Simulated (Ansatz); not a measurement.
Worked example: BNC⁺, doublet against BNC, singlet

Geometry (PBE0/def2-TZVP stationary point of a singlet), kept for both states (BNC, singlet: Σ⁺; BNC⁺, doublet: Σ⁺):

```xyz
3

C     0.0000    0.0000    1.2603
B     0.0000    0.0000   -1.3379
N     0.0000    0.0000    0.0776
```

Basis cc-pVDZ; Ansatz 0.2.0. Only valence electrons are correlated (noble-gas cores frozen). Prefix R: restricted or restricted open-shell reference; prefix U: unrestricted.

Full CI isn't at hand for all of this; RCCSDT(Q) serves as the reference, and is uncertain by about the last step of the cluster series. The frozen core follows each run's orbitals, which can shift R against U totals by a few meV.

Unrestricted rows (U, and Kohn–Sham where it breaks symmetry) aren't spin-pure: their determinants' ⟨S²⟩ exceeds S(S+1) by up to 0.22, so they mix in states of higher spin.

```tsv
level	E(BNC, singlet) (hartree)	E(BNC⁺, doublet) (hartree)
UHF	-116.912792	-116.576578
RCCSD(T)	-117.263729	-116.886927
PBE	-117.417524	-117.047284
wB97M-V	-117.552525	-117.171281
RCCSDT(Q)	-117.265645	-116.889224
```

Problem. Give the vertical gap, BNC⁺ doublet less BNC singlet, at each level in eV (1 hartree = 27.2114 eV), and each error against RCCSDT(Q).

Solution. RCCSDT(Q): (-116.889224 − (-117.265645)) × 27.2114 = 10.243 eV (the reference)
wB97M-V: (-117.171281 − (-117.552525)) × 27.2114 = 10.374 eV, error 0.131 eV
PBE: (-117.047284 − (-117.417524)) × 27.2114 = 10.075 eV, error -0.168 eV
RCCSD(T): (-116.886927 − (-117.263729)) × 27.2114 = 10.253 eV, error 0.010 eV
UHF: (-116.576578 − (-116.912792)) × 27.2114 = 9.149 eV, error -1.094 eV

Total energies of functionals can't be set beside those of wave-function methods, since they hold the core's correlation and their own absolute errors; only the differences compare.

In so small a basis the reference is far from its limit while semilocal and hybrid functionals are nearer theirs, so the functionals' errors here hold much of the reference's basis and frozen-core error, which can add to them or hide them.

Each level lands on the state that its own search finds. T1 diagnostics of restricted CCSD: 0.017 and 0.027.
